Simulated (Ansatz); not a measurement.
The same path of BH5Si + FH (9 atoms, charge 0, multiplicity 1) was run twice with different band settings. Lost on the way: B1–Si2, H5–F6. Made: Si2–H5.

The calculation used RKS PBE0/cc-pVDZ in Ansatz 0.2.0.

Relaxed end points:

```xyz
9
Properties=species:S:1:pos:R:3
B -1.115 -0.122 -0.153
Si 0.739 -0.545 0.565
H -1.888 0.444 0.582
H -1.556 -0.803 -1.045
H 0.384 1.300 -0.880
F -0.527 1.343 -1.154
H 0.965 -0.425 2.043
H 1.418 -1.791 0.079
H 1.581 0.599 -0.037
```

```xyz
9
Properties=species:S:1:pos:R:3
B -1.838 0.473 -0.571
Si 1.484 -0.402 0.501
H -1.748 1.168 0.413
H -1.942 -0.731 -0.561
H 0.678 0.245 -0.587
F -1.872 1.084 -1.754
H 0.555 -0.985 1.519
H 2.326 -1.484 -0.099
H 2.357 0.632 1.139
```

Common settings: movable images 5; climbing image yes; optimiser quadratic models (default); start path through a guess of the saddle point; force threshold 0.03 eV/Å; iteration limit 60; end points relaxed.

| run | spring |
| --- | --- |
| 1 | 5.0 eV/Å² |
| 2 | 20.0 eV/Å² |

(1) What does each run give, and how far can it be trusted?

Results:

(1) Run 1: converged after 20 iterations, highest image 0.490 eV above the first end. Neighbouring images differ by up to 1.2 eV, so the band resolves the path poorly. A vibrational analysis at the climbing image gives one clearly imaginary mode, 1026i cm⁻¹: a first-order saddle point.
Run 2: converged after 21 iterations, highest image 0.490 eV above the first end. Neighbouring images differ by up to 1.3 eV, so the band resolves the path poorly. Another band between the same ends (5 images) ends at a top of the same energy, where a vibrational analysis finds 1 clearly imaginary mode.
The orbitals stay closed-shell, which can raise the energy where a bond breaks towards radicals; this wasn't checked here.
